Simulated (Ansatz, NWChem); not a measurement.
Worked example: the enthalpy of formation of C4H6 (2-butyne)

C4H6: 10 atoms, total charge 0, spin state singlet. As SMILES, `CC#CC`. The coordinates come from a PBE0-D4/def2-TZVP relaxation.

Total energies at BLYP/cc-pVDZ (NWChem 7.3.0); the atoms run unrestricted:

```tsv
species	state	energy (Eh)
C4H6	singlet	-155.891099
C	triplet	-37.837837
H	doublet	-0.496403
```

Harmonic wavenumbers at PBE0-D4/def2-TZVP, in cm⁻¹: 25, 204, 204, 409, 409, 740, 1039, 1039, 1056, 1056, 1193, 1406, 1407, 1471, 1471, 1471, 1471, 2382, 3045, 3046, 3112, 3112, 3113, 3113.

Measured heats of formation of the gaseous atoms at 298.15 K, in kJ/mol: C 716.9, H 218.0. Spin-orbit lowering of the atoms at 298 K (mean of the ground term's levels less their thermal mean, from spectra), in kJ/mol: C 0.02. Take 1 Eh = 2625.50 kJ/mol, 1 cm⁻¹ = 0.0119627 kJ/mol, RT = 2.479 kJ/mol.

Task: Work out the heat of formation of the gas at 298 K.

Result: 
1. Electronic atomisation energy: 4 × (-37.837837) + 6 × (-0.496403) − (-155.891099) = 1.561333 Eh = 4099.3 kJ/mol.
2. Zero-point energy: half the sum of the wavenumbers, 18497 cm⁻¹ = 221.3 kJ/mol.
3. Thermal vibrational enthalpy, Σ hcν̃/(exp(hcν̃/kT) − 1): 7.5 kJ/mol. Translation, rotation and pV of a non-linear molecule: 4 RT = 9.9 kJ/mol.
4. The 10 free atoms carry 5/2 RT each: 62.0 kJ/mol.
5. Spin-orbit coupling lowers the free atoms by 4 × 0.02 = 0.1 kJ/mol.
6. Atomisation enthalpy at 298 K: 4099.3 − 0.1 − 221.3 − 7.5 − 9.9 + 62.0 = 3922.5 kJ/mol.
7. Sum of the atoms' heats of formation: 4175.6 kJ/mol. Heat of formation: 4175.6 − 3922.5 = +253.1 kJ/mol.

The tabulated value is +145.8 kJ/mol (Active Thermochemical Tables), so this level is off by +107.3 kJ/mol, or 2.7 % of the atomisation enthalpy. Anharmonicity and any spin-orbit splitting of the molecule are left out.
